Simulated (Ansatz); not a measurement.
```yaml
crystal:
  periodic: [false, false, false]
  atoms:
    - {symbol: Cr, position_ang: [-0.461673, 0.004707, 0.002465]}
    - {symbol: C, position_ang: [1.518881, -0.015486, -0.008110]}
    - {symbol: H, position_ang: [1.895278, -1.040976, -0.003608]}
    - {symbol: H, position_ang: [1.915630, 0.496908, 0.871330]}
    - {symbol: H, position_ang: [1.906069, 0.485778, -0.898249]}
basis:
  gaussian: {orbitals: def2-TZVP}
total_charge: 1
magnetization: {spin_polarized: true, initial_magnetization: 4}
hamiltonian: {xc: pbe0}
relax: {f_tol: 0.004, max_steps: 80}
```

```sh
$ ansatz run in.yaml --threads 1 --pin off --events-out ev --progress --plain --max-ram 2176MiB
```

Steps of the relaxation (energy above the last step; positions in Å, forces in eV/Å):

```
5
step 1, 17.0 meV
Cr   -0.462    0.005    0.002   -0.125    0.001    0.001
C     1.519   -0.015   -0.008    0.557   -0.004   -0.004
H     1.895   -1.041   -0.004   -0.146   -0.196    0.002
H     1.916    0.497    0.871   -0.142    0.101    0.170
H     1.906    0.486   -0.898   -0.144    0.098   -0.168
```

```
5
step 2, 2.7 meV
Cr   -0.448    0.005    0.002   -0.145    0.001    0.001
C     1.538   -0.016   -0.008    0.320   -0.003   -0.002
H     1.884   -1.055   -0.003   -0.058   -0.002    0.000
H     1.905    0.504    0.884   -0.058    0.002    0.002
H     1.895    0.493   -0.911   -0.059    0.001   -0.001
```

```
5
step 3, 0.2 meV
Cr   -0.446    0.005    0.002   -0.071    0.001    0.000
C     1.551   -0.016   -0.008    0.022    0.000    0.000
H     1.879   -1.059   -0.003    0.016   -0.021    0.000
H     1.900    0.506    0.887    0.016    0.010    0.018
H     1.890    0.495   -0.914    0.016    0.010   -0.018
```

```
5
step 4, 0.0 meV
Cr   -0.451    0.005    0.002   -0.007    0.000    0.000
C     1.552   -0.016   -0.008    0.001    0.000    0.000
H     1.881   -1.060   -0.003    0.002   -0.002    0.000
H     1.901    0.507    0.888    0.002    0.001    0.002
H     1.892    0.495   -0.914    0.002    0.001   -0.002
```

```
5
step 5, 0.0 meV
Cr   -0.451    0.005    0.002    0.000    0.000    0.000
C     1.552   -0.016   -0.008    0.000    0.000    0.000
H     1.881   -1.060   -0.003    0.000    0.000    0.000
H     1.901    0.507    0.888    0.000    0.000    0.000
H     1.892    0.495   -0.915    0.000    0.000    0.000
```

Close pairs at the end: C2–H3 1.094 Å, C2–H4 1.094 Å, C2–H5 1.094 Å, Cr1–C2 2.003 Å.

A stationary point of unrestricted PBE0 after 5 steps, with ⟨S²⟩ = 6.177 against 6.00 for a pure state; no frequencies were run, so it isn't proven a minimum. 25 s on 1 thread of Arm Neoverse V2, shared host.
